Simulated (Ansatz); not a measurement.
The input, for Ansatz 0.2.0:

```yaml
crystal:
  periodic: [false, false, false]
  atoms:
    - {symbol: Si, position_ang: [0.000000, 0.000000, 0.000000]}
    - {symbol: C, position_ang: [0.000000, 0.000000, 2.646000]}
basis:
  gaussian: {orbitals: 6-31G}
magnetization: {spin_polarized: false}
correlation: {method: mp2, electrons: outside_noble_gas}
```

```sh
$ ansatz run in.yaml --threads 1 --pin off --events-out ev --progress --plain --max-ram 2393MiB
```

The program prints:

```
267 factors; integrals over basis functions are off by at most 1.4e-4 eV
mean field evaluation 1: about -8881.1534 eV, gradient 5.2e0 eV
mean field evaluation 2: about -8881.1535 eV, gradient 5.2e0 eV
mean field evaluation 4: about -8881.3243 eV, gradient 1.4e0 eV
mean field evaluation 8: about -8881.3151 eV, gradient 8.5e-2 eV
mean field evaluation 16: about -8881.7150 eV, gradient 1.0e-5 eV
mean field evaluation 32: about -8879.2081 eV, gradient 1.1e1 eV
mean field evaluation 64: about -8881.2504 eV, gradient 1.2e0 eV
mean field evaluation 96: about -8881.0126 eV, gradient 5.4e0 eV
mean field evaluation 128: about -8880.0473 eV, gradient 5.9e-2 eV
mean field evaluation 160: about -8881.4164 eV, gradient 9.1e-1 eV
mean field -8881.71496188 eV, -326.3970046065 hartree, gradient 1.3e-6 eV, S^2 0.000000; 16 other end points of the search recorded, 0 dependent functions left out; unrestricted orbitals would lower it
mean field evaluation 192: about -8882.4315 eV, gradient 1.6e0 eV
unrestricted determinant -8884.82002844 eV, -326.5111136978 hartree, S^2 1.9866
6 core orbitals not correlated: weight in the atoms' cores, before any rotation towards them, 1.000 or more for the frozen orbitals, at most 0.000 for the correlated occupied ones
reference -8881.71496188 eV, -326.3970046065 hartree; 4, 4 occupied and 12, 12 virtual orbitals, 267 factors
second order -2.65547315 eV of doubles, -0.00000000 eV of singles
WARN: the method's energy lies above the unrestricted determinant's, so it is not that of the lowest state
Total energy: -8884.37043503 eV, -326.4945914449 hartree
```

Ran on 1 thread of Arm Neoverse V2, shared host: 0.3 s wall, 0.17 GiB peak host memory.
